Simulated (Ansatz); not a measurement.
# Scan of [Br···H···CH2], triplet

Starting geometry:

```json
{"atom": "Br", "x (Å)": "-0.4922", "y (Å)": "0.0000", "z (Å)": "0.0000"}
{"atom": "H", "x (Å)": "0.9284", "y (Å)": "0.0000", "z (Å)": "0.0000"}
{"atom": "C", "x (Å)": "2.6778", "y (Å)": "0.0000", "z (Å)": "0.0000"}
{"atom": "H", "x (Å)": "3.0922", "y (Å)": "0.0000", "z (Å)": "0.9962"}
{"atom": "H", "x (Å)": "3.0922", "y (Å)": "0.0000", "z (Å)": "-0.9962"}
```

From there H2 is moved from one fragment to the other while all else, the fragments' distance too, stays fixed, so the hump isn't the reaction's barrier; atoms are numbered as listed. Energies are in kcal/mol, counted from the starting geometry at the same level. Kohn–Sham curves are unrestricted where that lies lower.

Basis cc-pVDZ; Ansatz 0.2.0. Correlated methods freeze the noble-gas cores and the filled d shells of p-block atoms. Prefix R: restricted or restricted open-shell reference; prefix U: unrestricted. No spin–orbit coupling is included, and no scalar relativity.

In so small a basis the reference is far from its limit while semilocal and hybrid functionals are nearer theirs (RPA and double hybrids share much of the reference's basis error), so the functionals' errors here hold much of the reference's basis and frozen-core error, which can add to them or hide them.

Full CI isn't at hand for all of this; UCCSDT(Q) serves as the reference, and is uncertain by about the last step of the cluster series.

```json
{"distance Br1-H2 (Å)": "1.321", "UCCSDT(Q)": "5.2", "PBE": "7.6", "r2SCAN": "6.5", "PBE0": "6.4", "B3LYP": "6.7", "BHLYP": "5.5", "wB97M-V": "5.8", "B2PLYP": "5.9", "RPA-PBE": "5.6"}
{"distance Br1-H2 (Å)": "1.421", "UCCSDT(Q)": "0.0", "PBE": "0.0", "r2SCAN": "0.0", "PBE0": "0.0", "B3LYP": "0.0", "BHLYP": "0.0", "wB97M-V": "0.0", "B2PLYP": "0.0", "RPA-PBE": "0.0"}
{"distance Br1-H2 (Å)": "1.515", "UCCSDT(Q)": "-0.6", "PBE": "-3.1", "r2SCAN": "-2.1", "PBE0": "-1.9", "B3LYP": "-2.3", "BHLYP": "-1.1", "wB97M-V": "-1.3", "B2PLYP": "-1.4", "RPA-PBE": "-1.3"}
{"distance Br1-H2 (Å)": "1.609", "UCCSDT(Q)": "-0.3", "PBE": "-4.9", "r2SCAN": "-2.9", "PBE0": "-2.7", "B3LYP": "-3.6", "BHLYP": "-1.3", "wB97M-V": "-1.6", "B2PLYP": "-1.9", "RPA-PBE": "-1.9"}
{"distance Br1-H2 (Å)": "1.703", "UCCSDT(Q)": "-1.4", "PBE": "-7.1", "r2SCAN": "-4.6", "PBE0": "-4.3", "B3LYP": "-5.7", "BHLYP": "-2.8", "wB97M-V": "-3.0", "B2PLYP": "-3.5", "RPA-PBE": "-4.0"}
{"distance Br1-H2 (Å)": "1.797", "UCCSDT(Q)": "-4.9", "PBE": "-10.3", "r2SCAN": "-7.6", "PBE0": "-7.6", "B3LYP": "-9.4", "BHLYP": "-6.7", "wB97M-V": "-6.6", "B2PLYP": "-7.1", "RPA-PBE": "-8.2"}
{"distance Br1-H2 (Å)": "1.892", "UCCSDT(Q)": "-10.3", "PBE": "-14.1", "r2SCAN": "-11.7", "PBE0": "-12.0", "B3LYP": "-14.0", "BHLYP": "-12.2", "wB97M-V": "-11.7", "B2PLYP": "-12.3", "RPA-PBE": "-13.8"}
{"distance Br1-H2 (Å)": "1.986", "UCCSDT(Q)": "-15.4", "PBE": "-17.0", "r2SCAN": "-15.1", "PBE0": "-15.8", "B3LYP": "-18.0", "BHLYP": "-17.5", "wB97M-V": "-16.5", "B2PLYP": "-17.0", "RPA-PBE": "-19.0"}
{"distance Br1-H2 (Å)": "2.080", "UCCSDT(Q)": "-17.4", "PBE": "-16.7", "r2SCAN": "-15.5", "PBE0": "-16.7", "B3LYP": "-18.9", "BHLYP": "-19.7", "wB97M-V": "-18.2", "B2PLYP": "-18.6", "RPA-PBE": "-21.0"}
```

Question: Judged by the spread of the error over the points with a reference (largest less smallest), which of these follows UCCSDT(Q) best and which worst?

Answer: Subtracting the UCCSDT(Q) column from each: best wB97M-V (errors from -1.7 to 0.6, spread 2.3 kcal/mol), worst PBE (from -5.7 to 2.4, spread 8.1 kcal/mol). Functionals and wave-function methods converge differently with the basis, so part of this is basis effect.
